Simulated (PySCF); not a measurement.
PySCF run on NaCl⁻

Input:

```python
from pyscf import gto, scf, cc

mol = gto.M(
    atom='Na 0 0 0; Cl 0 0 2.755',
    basis='6-31g*',
    charge=-1,
    spin=1,
    verbose=4,
)
mf = scf.UHF(mol)
mf.kernel()
mycc = cc.CCSD(mf, frozen=6)
mycc.kernel()
e = mycc.eeccsd(nroots=8)[0]
print('roots (eV) =', (e*27.211386).round(3))
mf.dip_moment()
print('orbital energies (hartree):', [e[max(0, n-3):n+3].round(4) for e, n in zip(mf.mo_energy, mol.nelec)])
```

```bash
$ OMP_NUM_THREADS=1 python input.py
```

It prints (some set-up lines and the per-cycle HOMO/LUMO lines with their warnings removed):

```
PySCF version 2.14.0

[INPUT] verbose = 4
[INPUT] num. atoms = 2
[INPUT] num. electrons = 29
[INPUT] charge = -1
[INPUT] spin (= nelec alpha-beta = 2S) = 1
[INPUT] symmetry False subgroup None
[INPUT] Mole.unit = angstrom
[INPUT] Symbol           X                Y                Z      unit          X                Y                Z       unit  Magmom
[INPUT]  1 Na     0.000000000000   0.000000000000   0.000000000000 AA    0.000000000000   0.000000000000   0.000000000000 Bohr   0.0
[INPUT]  2 Cl     0.000000000000   0.000000000000   2.755000000000 AA    0.000000000000   0.000000000000   5.206195473177 Bohr   0.0

nuclear repulsion = 35.9187435361307
number of shells = 16
number of NR pGTOs = 102
number of NR cGTOs = 36
basis = 6-31g*
ecp = {}

******** <class 'pyscf.scf.uhf.UHF'> ********
method = UHF
initial guess = minao
damping factor = 0
level_shift factor = 0
DIIS = <class 'pyscf.scf.diis.CDIIS'>
diis_start_cycle = 1
diis_space = 8
diis_damp = 0
SCF conv_tol = 1e-09
SCF conv_tol_grad = None
SCF max_cycles = 50
direct_scf = True
direct_scf_tol = 1e-13
number electrons alpha = 15  beta = 14
Set gradient conv threshold to 3.16228e-05
init E= -621.09410281007

cycle= 1 E= -621.366918307202  delta_E= -0.273  |g|= 0.216  |ddm|= 0.783
cycle= 2 E= -621.407673388465  delta_E= -0.0408  |g|= 0.0865  |ddm|= 0.51
cycle= 3 E= -621.414122338978  delta_E= -0.00645  |g|= 0.0161  |ddm|= 0.158
cycle= 4 E= -621.41581682322  delta_E= -0.00169  |g|= 0.00609  |ddm|= 0.126
cycle= 5 E= -621.416102988777  delta_E= -0.000286  |g|= 0.00121  |ddm|= 0.0729
cycle= 6 E= -621.416110657297  delta_E= -7.67e-06  |g|= 0.00039  |ddm|= 0.0135
cycle= 7 E= -621.416111323797  delta_E= -6.67e-07  |g|= 0.000123  |ddm|= 0.00474
cycle= 8 E= -621.416111386017  delta_E= -6.22e-08  |g|= 1.72e-05  |ddm|= 0.00195
cycle= 9 E= -621.41611138703  delta_E= -1.01e-09  |g|= 4.15e-06  |ddm|= 0.000225
cycle= 10 E= -621.416111387074  delta_E= -4.39e-11  |g|= 9.95e-07  |ddm|= 3.19e-05
Extra cycle  E= -621.416111387076  delta_E= -1.59e-12  |g|= 4.88e-07  |ddm|= 3.11e-06
converged SCF energy = -621.416111387076  <S^2> = 0.75018078  2S+1 = 2.0001808

******** <class 'pyscf.cc.uccsd.UCCSD'> ********
CC2 = 0
CCSD nocc = (np.int64(9), np.int64(8)), nmo = (30, 30)
frozen orbitals 6
max_cycle = 50
direct = 0
conv_tol = 1e-07
conv_tol_normt = 1e-06
diis_space = 6
diis_start_cycle = 0
diis_start_energy_diff = 1e+09
Init t2, MP2 energy = -0.133148598026373
Init E_corr(UCCSD) = -0.133148598026647
cycle = 1  E_corr(UCCSD) = -0.143420221550286  dE = -0.0102716235  norm(t1,t2) = 0.0362975
cycle = 2  E_corr(UCCSD) = -0.145432737116209  dE = -0.00201251557  norm(t1,t2) = 0.0121869
cycle = 3  E_corr(UCCSD) = -0.146125045557582  dE = -0.000692308441  norm(t1,t2) = 0.00690349
cycle = 4  E_corr(UCCSD) = -0.146329618594013  dE = -0.000204573036  norm(t1,t2) = 0.00250264
cycle = 5  E_corr(UCCSD) = -0.146258206905372  dE = 7.14116886e-05  norm(t1,t2) = 0.000962813
cycle = 6  E_corr(UCCSD) = -0.146252087665604  dE = 6.11923977e-06  norm(t1,t2) = 0.000278001
cycle = 7  E_corr(UCCSD) = -0.146255966526565  dE = -3.87886096e-06  norm(t1,t2) = 0.000112488
cycle = 8  E_corr(UCCSD) = -0.146256339340834  dE = -3.72814269e-07  norm(t1,t2) = 3.36026e-05
cycle = 9  E_corr(UCCSD) = -0.146256260826828  dE = 7.85140063e-08  norm(t1,t2) = 1.37701e-05
cycle = 10  E_corr(UCCSD) = -0.146256208414326  dE = 5.24125021e-08  norm(t1,t2) = 5.98514e-06
cycle = 11  E_corr(UCCSD) = -0.146256160854684  dE = 4.75596417e-08  norm(t1,t2) = 1.56013e-06
cycle = 12  E_corr(UCCSD) = -0.146256146260283  dE = 1.45944006e-08  norm(t1,t2) = 6.02833e-07
UCCSD converged
E(UCCSD) = -621.562367533336  E_corr = -0.1462561462602834

******** <class 'pyscf.cc.eom_uccsd.EOMEESpinKeep'> ********
max_space = 20
max_cycle = 50
conv_tol = 1e-07
partition = None
EOM-CCSD root 0 E = 0.06346690240177075  qpwt = 0.996092  conv = True
EOM-CCSD root 1 E = 0.06346693780904292  qpwt = 0.996091  conv = True
EOM-CCSD root 2 E = 0.101939735612352  qpwt = 0.988815  conv = True

******** <class 'pyscf.cc.eom_uccsd.EOMEESpinFlip'> ********
max_space = 20
max_cycle = 50
conv_tol = 1e-07
partition = None
EOM-CCSD root 0 E = 7.847923440183791e-06  qpwt = 0.996896  conv = True
EOM-CCSD root 1 E = 0.06357268889655526  qpwt = 0.995238  conv = True
EOM-CCSD root 2 E = 0.06357269082218454  qpwt = 0.995239  conv = True
EOM-CCSD root 3 E = 0.1020979724854792  qpwt = 0.987642  conv = True
EOM-CCSD root 4 E = 0.1537772740810579  qpwt = 0.990379  conv = True
roots (eV) = [0.    1.727 1.727 1.73  1.73  2.774 2.778 4.184]

WARN: System has nonzero charge -1; the dipole moment is origin-dependent.
Location of origin: [0. 0. 0.]

Dipole moment(X, Y, Z, Debye): -0.00000, -0.00000, -5.29041
orbital energies (hartree): [array([-0.2014, -0.2014, -0.0303,  0.1568,  0.1568,  0.1999]), array([-0.2112, -0.2016, -0.2016,  0.1621,  0.1791,  0.1791])]
```

In short: E(SCF) = -621.416111 Eh, 10 cycles, E(CCSD) − E(SCF) = -0.14626 Eh, ⟨S²⟩ = 0.750, excitation roots 0.000, 1.727, 1.727, 1.730, 1.730, 2.774, 2.778, 4.184 eV.

Run time: 8.2 s on 1 thread of Arm Neoverse V1 (shared host).

The basis has no diffuse functions, which an anion needs. The bond length is a typed value, not an optimised one. Spin-unrestricted EOM-EE roots include spin flips and other components of the reference, which can be negative or near zero. The dipole of an ion depends on the origin. No search for the lowest solution was made.
